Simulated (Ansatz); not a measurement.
# C2H3Cl3: the cost of one run

All numbers are computed with Ansatz 0.2.0, driven from Python. Level of theory: MP2/def2-SVP.

### Step 1. The structure

The script builds its own geometries from the SMILES ClCC(Cl)Cl.

No structure file is read: the coordinates are typed or built in the script.

### Step 2. The code

Input file conformers_c2h3cl3.py:

```python
"""Conformer energies of C2H3Cl3."""

import ansatz as az
from rdkit import Chem
from rdkit.Chem import AllChem


def main() -> None:
    rd = Chem.AddHs(Chem.MolFromSmiles("ClCC(Cl)Cl"))
    ids = list(AllChem.EmbedMultipleConfs(rd, numConfs=20, randomSeed=478, pruneRmsThresh=0.4))
    field = [energy for _, energy in AllChem.MMFFOptimizeMoleculeConfs(rd)]
    distinct = {round(e, 2): i for i, e in zip(ids, field)}
    chosen = sorted(distinct.items())[:3]
    found = []
    for force_field, index in chosen:
        geometry = az.Crystal.molecule()
        for atom, xyz in zip(rd.GetAtoms(), rd.GetConformer(index).GetPositions()):
            geometry = geometry.atom(atom.GetSymbol(), xyz.round(5).tolist())
        model = geometry.calculation()
        model = model.basis(gaussian="def2-SVP")
        model = model.correlation("MP2")
        found.append(model.run(threads=1, pin="off").report["free_energy_ev"])
    print("conformer   MMFF (kcal/mol)   this level (eV)")
    for (force_field, index), e in zip(chosen, found):
        print(f"{index:9d} {force_field - chosen[0][0]:17.2f} {(e - min(found)):17.3f}")


if __name__ == "__main__":
    main()
```

### Step 3. The calls as engine input

The engine receives this input (first run):

```yaml
crystal:
  periodic: [false, false, false]
  atoms:
    - { symbol: Cl, position_ang: [-1.95747, 0.8763, 0.42801] }
    - { symbol: C, position_ang: [-0.72374, -0.28725, -0.13354] }
    - { symbol: C, position_ang: [0.69201, 0.17291, 0.19699] }
    - { symbol: Cl, position_ang: [1.15211, 1.63004, -0.726] }
    - { symbol: Cl, position_ang: [1.85412, -1.1324, -0.17974] }
    - { symbol: H, position_ang: [-0.94917, -1.23634, 0.36341] }
    - { symbol: H, position_ang: [-0.86619, -0.42649, -1.21036] }
    - { symbol: H, position_ang: [0.79833, 0.40323, 1.26123] }
basis:
  gaussian:
    orbitals: def2-SVP
correlation:
  method: mp2
```

### Step 4. Launch

Run with:

```sh
$ python conformers_c2h3cl3.py
```

What time and memory should one allow on 1 thread of Arm Neoverse V1, shared host?

About 4.3 s, with a peak of 0.3 GiB.
